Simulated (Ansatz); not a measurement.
**C3H5Cl: vertical ionisation energy**

One table from this session's results is given with a row withheld; the runs are named, their logs left out.

The runs use Ansatz 0.2.0, Gaussian basis; unrestricted cation, the program's frozen cores in correlated methods.

Levels to be run: UKS PBE-D4/def2-TZVPP; UKS r2SCAN-D4/def2-TZVPP; UKS PBE0-D4/def2-TZVPP; UKS B3LYP-D4/def2-TZVPP; UKS wB97X-V/def2-TZVPP; UKS wB97M-V/def2-TZVPP; UKS B2PLYP/def2-TZVPP; UHF-CCSD(T)/def2-TZVPP; UHF-MP2/def2-QZVPP; extrapolation to the limit; then −ε(HOMO) from the neutral's earlier runs with LDA (SPW92), PBE-D4, revPBE-D4, BLYP-D4, r2SCAN-D4, B97M-V, PBE0-D4, B3LYP-D4, r2SCANh-D4, r2SCAN0-D4, HSE06-D4, BHLYP-D4, CAM-B3LYP-D4, LC-ωPBE, ωB97X-V, ωB97M-V.

## The geometry

All runs share one geometry, relaxed beforehand with PBE0-D4 in a triple-zeta def2 set.

SMILES `C=C(C)Cl`, 9 atoms, charge 0, spin multiplicity 1.

Atoms are counted from 1 here; the program's logs count them from 0.

Bond lengths: C1–C2 1.323 Å, C1–H5 1.081 Å, C1–H6 1.083 Å, C2–C3 1.486 Å, C2–Cl4 1.739 Å, C3–H7 1.093 Å, C3–H8 1.093 Å, C3–H9 1.091 Å. Angles: C2–C1–H5 122.1°, C2–C1–H6 119.5°, H5–C1–H6 118.4°, C1–C2–C3 126.4°, C1–C2–Cl4 119.8°, C3–C2–Cl4 113.8°, C2–C3–H7 110.6°, C2–C3–H8 110.6°, C2–C3–H9 110.3°, H7–C3–H8 107.3°, H7–C3–H9 109.0°, H8–C3–H9 109.0°.

Set-up of the first run:

The input, in.yaml:

```yaml
crystal:
  periodic: [false, false, false]
  atoms:
    - {symbol: C, position_ang: [-0.221748, 1.297078, -0.475943]}
    - {symbol: C, position_ang: [-0.180831, -0.024776, -0.429219]}
    - {symbol: C, position_ang: [0.333279, -0.852168, 0.693424]}
    - {symbol: Cl, position_ang: [-0.767903, -0.957003, -1.775297]}
    - {symbol: H, position_ang: [-0.612281, 1.829563, -1.332269]}
    - {symbol: H, position_ang: [0.145188, 1.872909, 0.365224]}
    - {symbol: H, position_ang: [-0.449824, -1.512193, 1.074868]}
    - {symbol: H, position_ang: [1.157498, -1.486487, 0.357710]}
    - {symbol: H, position_ang: [0.684921, -0.213224, 1.504403]}
basis:
  gaussian: {orbitals: def2-TZVPP}
total_charge: 1
magnetization: {spin_polarized: true, initial_magnetization: 1}
hamiltonian: {xc: pbe, dispersion: d4}
```

Run with:

```sh
$ ansatz run in.yaml --threads 4 --pin off --events-out ev --progress --plain --max-ram 10444MiB
```

Steps of the session up to this table: Cation, UKS PBE-D4/def2-TZVPP; Cation, UKS r2SCAN-D4/def2-TZVPP; Cation, UKS PBE0-D4/def2-TZVPP; Cation, UKS B3LYP-D4/def2-TZVPP; Cation, UKS wB97X-V/def2-TZVPP; Cation, UKS wB97M-V/def2-TZVPP; Cation, UKS B2PLYP (frozen core)/def2-TZVPP; Cation, UHF-CCSD(T)/def2-TZVPP; Cation, UHF-MP2/def2-QZVPP.

One table of the session follows, with a row left open; its other results are not shown here.

It belongs to the step «Ionisation energies side by side». For comparison, −ε(HOMO) of the neutral from earlier runs:

```
  functional  −ε(HOMO) (eV)
 LDA (SPW92)           6.30
      PBE-D4           6.14
   revPBE-D4           6.08
     BLYP-D4           5.99
   r2SCAN-D4           6.36
      B97M-V           6.40
     PBE0-D4           7.30
    B3LYP-D4           7.08
  r2SCANh-D4           6.79
  r2SCAN0-D4           7.45
    HSE06-D4           6.90
    BHLYP-D4           8.31
CAM-B3LYP-D4           8.63
     LC-ωPBE          10.01
     ωB97X-V           9.62
     ωB97M-V              ?
```

Q: Estimate the row for ωB97M-V from the others.

The run gave: −ε(HOMO) (eV): 9.51. In the column «−ε(HOMO) (eV)» it lies between CAM-B3LYP-D4 (8.63) and ωB97X-V (9.62).

To keep in mind: The cation may have settled in a state other than its lowest; no search over hole states beyond the program's own was made.
